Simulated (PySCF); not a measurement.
These are TPSSh-D3(BJ)/def2-TZVP // r2SCAN-D4/def2-SVP run with PySCF values and carry that method's errors. Gas-phase values, no solvent. 

Reference species (SMILES): `[NH2]` (neutral, multiplicity 2).

```
Item                             Result
-----------------------------  --------
highest occupied spin orbital  -7.94 eV
dipole moment                    1.94 D
```

Changed species: `[OH]` (free radical OH; the reference has free radical NH2).

### Question
What does the change do to the highest occupied spin orbital and dipole moment?

### Answer
the highest occupied spin orbital decreases by 0.15 eV, to -8.09 eV; the dipole moment decreases by 0.19 D, to 1.75 D.
